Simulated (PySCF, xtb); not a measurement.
# Two structures of BH4SSi+

Structure I: a singlet given by its coordinates. Structure II: `B[S+]=[SiH2]`, a singlet. Both are isolated ions in the gas phase, relaxed with PBE0-D3(BJ)/pcseg-1; the shapes shown needn't be the lowest conformers.

I (Å):

```xyz
7

B    -1.5903   -0.9524   -0.4691
S    -0.8563    0.5857   -0.1308
Si   -0.8730   -0.6820    1.5683
H    -2.0927   -1.5045   -1.3923
H    -1.9275   -0.4590    2.5776
H     0.3719   -1.4063    1.8935
H    -1.6341   -1.8008    0.5562
```

Close contacts (Å): B1–S2 1.74, B1–Si3 2.18, S2–Si3 2.12, B1–H4 1.19, B1–H7 1.33, Si3–H5 1.48, Si3–H6 1.48, Si3–H7 1.69.

II (Å):

```xyz
7

B    -2.0171    0.4202    0.8169
S    -1.4423   -0.6351   -0.5986
Si   -0.5363   -2.1552    0.4214
H    -2.5936    1.4019    0.4771
H    -1.7934    0.0839    1.9381
H    -0.5004   -2.1523    1.9012
H     0.0763   -3.2476   -0.3647
```

Problem. Estimate which is lower in electronic energy at CCSD(T)/def2-SVP + ΔMP2/def2-TZVPP, and by roughly how much.

Solution. The CCSD(T)/def2-SVP + ΔMP2/def2-TZVPP calculation puts structure I lower, by 40.7 kJ/mol.

Level by level:

```tsv
level	geometry	E(II) − E(I) (kJ/mol)	departure from the last row (kJ/mol)	job, with rough time for the two
PBE0-D3(BJ)/pcseg-1	PBE0-D3(BJ)/pcseg-1	+43.7	+3.0	optimisation, 1.9 min
HF/def2-SVP	PBE0-D3(BJ)/pcseg-1	−2.3	−42.9	part of the CCSD(T) run
MP2/def2-SVP	PBE0-D3(BJ)/pcseg-1	+40.5	−0.2	part of the CCSD(T) run
CCSD(T)/def2-SVP	PBE0-D3(BJ)/pcseg-1	+38.6	−2.1	single point
CCSD(T)/def2-SVP + ΔMP2/def2-TZVPP	PBE0-D3(BJ)/pcseg-1	+40.7		single point, 17 s
```

HF/def2-SVP puts the two in the other order. The largest departure from CCSD(T)/def2-SVP + ΔMP2/def2-TZVPP is that of HF/def2-SVP, 42.9 kJ/mol. No reliable frequencies are at hand for I, so it isn't confirmed as a minimum. Levels run at GFN2-xTB geometries aren't shown. The last row adds to CCSD(T) the change of the MP2 difference between the two basis sets, here +2.1 kJ/mol.

The correlated steps freeze 11 core orbitals. Run with PySCF 2.14.0, xtb 6.7.1; the last row on 2 threads of Intel(R) Xeon(R) 6975P-C (Granite Rapids) on a shared host.
